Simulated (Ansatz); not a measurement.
# Cuprite Ag2O

Computed with LDA (Ansatz, a quantum-chemistry and plane-wave program, plane waves, PAW).

Numerical settings: plane-wave cutoff 520 eV, 12×12×12 k mesh, no spin polarisation, scalar-relativistic PAW data made under PBE.

Cell (relaxed at this level):

```
CELL_PARAMETERS angstrom
      4.63698     0.00000     0.00000
      0.00000     4.63698     0.00000
      0.00000     0.00000     4.63698
ATOMIC_POSITIONS crystal
  Ag 0.75000 0.25000 0.75000
  Ag 0.25000 0.75000 0.75000
  Ag 0.75000 0.75000 0.25000
  Ag 0.25000 0.25000 0.25000
  O  0.00000 0.00000 0.00000
  O  0.50000 0.50000 0.50000
```

For cuprite Ag2O, the Young modulus comes out as 0.9 GPa and the Poisson ratio comes out as 0.499.

Cost on a shared machine: around 26 core-minutes (rough).
